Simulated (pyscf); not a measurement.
H₃Ge–AsH₂ (SMILES [GeH3][AsH2]) + H₂ (SMILES [H][H]) → H₃Ge–AsH₂ (SMILES [GeH3][AsH2]) + H₂ (SMILES [H][H]) (four-centre exchange; singlet surface; As–H, H–H broken, As–H, H–H formed). Optimised with ωB97X-D3(BJ)/def2-SVP in PySCF. Energies in kJ/mol from the separated reactants.

```csv
level,barrier,reaction energy
ωB97X-D3(BJ)/def2-TZVP,320.7,0.0
PBE/def2-TZVP,[?],0.0
B3LYP-D3(BJ)/def2-TZVP,291.3,0.0
PBE0-D3(BJ)/def2-TZVP,[?],0.0
M06-2X/def2-TZVP,320.3,0.0
HF/def2-TZVP,410.2,0.0
```

Problem. What belongs in the gaps?

Solution. 
- PBE/def2-TZVP, barrier: 255.6
- PBE0-D3(BJ)/def2-TZVP, barrier: 284.2

The functionals in the table span 65.1 kJ/mol in this barrier, from PBE to ωB97X-D3(BJ)/def2-TZVP. From the product side, GeH₃• + AsH₂• + H₂ lies, by one bond made or cut, 51.6 kJ/mol under this saddle at ωB97M-D3(BJ)/def2-TZVP. The same reactants have a lower exit, to GeH₃• + AsH₂• + H₂ (no saddle counted: cutting one bond costs +258.5 kJ/mol at ωB97M-D3(BJ)/def2-TZVP, against +310.2 kJ/mol here). This is the saddle that the search found; another between the same sides may lie lower. Elements up to Kr have no core potential and no relativistic terms here.
